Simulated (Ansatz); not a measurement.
```yaml
crystal:
  periodic: [false, false, false]
  atoms:
    - {symbol: W, position_ang: [0.000000, 0.000000, 0.000000]}
    - {symbol: N, position_ang: [0.000000, 0.000000, 2.160000]}
basis:
  gaussian: {orbitals: def2-TZVP}
magnetization: {spin_polarized: true, initial_magnetization: 5}
hamiltonian: {xc: pbe0}
relax: {f_tol: 0.004, max_steps: 80}
```

```sh
$ ansatz run in.yaml --threads 1 --pin off --events-out ev --progress --plain --max-ram 2176MiB
```

Steps of the relaxation (energy above the last step; positions in Å, forces in eV/Å):

```
2
step 1, 846.1 meV
W     0.000    0.000    0.000    0.000    0.000    3.664
N     0.000    0.000    2.160    0.000    0.000   -3.664
```

```
2
step 2, 17.1 meV
W     0.000    0.000    0.174    0.000    0.000   -1.105
N     0.000    0.000    1.986    0.000    0.000    1.105
```

```
2
step 3, 4.7 meV
W     0.000    0.000    0.149    0.000    0.000    0.532
N     0.000    0.000    2.011    0.000    0.000   -0.532
```

```
2
step 4, 0.0 meV
W     0.000    0.000    0.158    0.000    0.000    0.031
N     0.000    0.000    2.002    0.000    0.000   -0.031
```

```
2
step 5, 0.0 meV
W     0.000    0.000    0.158    0.000    0.000   -0.001
N     0.000    0.000    2.002    0.000    0.000    0.001
```

Close pairs at the end: W1–N2 1.844 Å.

A stationary point of unrestricted PBE0 after 5 steps, with ⟨S²⟩ = 8.813 against 8.75 for a pure state. 39 s on 1 thread of Arm Neoverse V1, shared host.
